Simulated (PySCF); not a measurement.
CH3O, SMILES C=[OH+], charge +1. Coordinates come from a PBE0-D3(BJ)/def2-TZVP optimisation. The isomer is the one that the SMILES or the coordinates give; other isomers of the formula were not compared.

Computed with PySCF with PBE0-D3(BJ)/def2-TZVP.

Harmonic wavenumbers (cm⁻¹): 1029, 1112, 1248, 1380, 1483, 1693, 3090, 3233, 3612. Rotational constants (GHz): 199.0, 34.73, 29.57; symmetry number 1.

Q: Work out the zero-point energy and the ideal-gas rigid-rotor harmonic-oscillator thermochemistry at 298.15 K and 1 atm.

A: ZPE = ½ Σ hcν = ½ × 17880 cm⁻¹ = 106.95 kJ/mol. H − E(el) = 117.09 kJ/mol. Entropy in J/(mol K): translation 151.59, rotation 75.33, vibration 0.89, total 227.81. G − E(el) = 49.17 kJ/mol. Cp = 37.53 J/(mol K).
